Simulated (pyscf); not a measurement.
Optimised with ωB97X-D3(BJ)/def2-SVP in PySCF.

**Question.** Estimate by transition-state theory the rate constant of [Cl–VH(Cl)–Cl]• (SMILES [Cl][VH]([Cl])[Cl]) + HCl (SMILES Cl) -> [Cl–V(Cl)(Cl)–Cl]• (SMILES [Cl][V]([Cl])([Cl])[Cl]) + H₂ (SMILES [H][H]) (doublet surface; H–V, Cl–H broken, Cl–V, H–H formed) at 900 K, with ωB97M-D3(BJ)/def2-TZVP energies (ideal gas, 1 atm, RRHO with modes under 100 cm⁻¹ raised to 100, one conformer, R ln 2 for chiral ones without a mode under 150 cm⁻¹; no tunnelling).

**Answer.** The electronic barrier is 8.7 kcal/mol and the thermal terms add +32.8, so ΔG‡ = 41.4 kcal/mol. With k_BT/h = 1.88e+13 s⁻¹ and RT = 1.788 kcal/mol, and a volume of 1.23e-19 cm³ per molecule at 1 atm, k = 2.0e-16 cm³ molecule⁻¹ s⁻¹. Wigner's tunnelling factor for 506i cm⁻¹ would be 1.03. A shift of 1 kcal/mol in the barrier changes k by a factor 1.7. On the reactant side the descent ends in an adduct with a Cl–V contact (not fully relaxed), 3.5 kcal/mol under the separated species and 8.0 kcal/mol under the saddle at ωB97X-D3(BJ)/def2-TZVP. What is counted as formed (Cl–V) is already present as a longer contact in the reactant adduct; forming that adduct is a step of its own. At the saddle there is also a short H–V contact that neither side keeps. At ωB97X-D3(BJ)/def2-TZVP the barrier from the zero used here is 4.5 kcal/mol. This is the saddle that the search found; another between the same sides may lie lower. Open-shell species with a d-block atom are single-reference here; other states, and whether the spin sits on metal or ligand, were not checked.
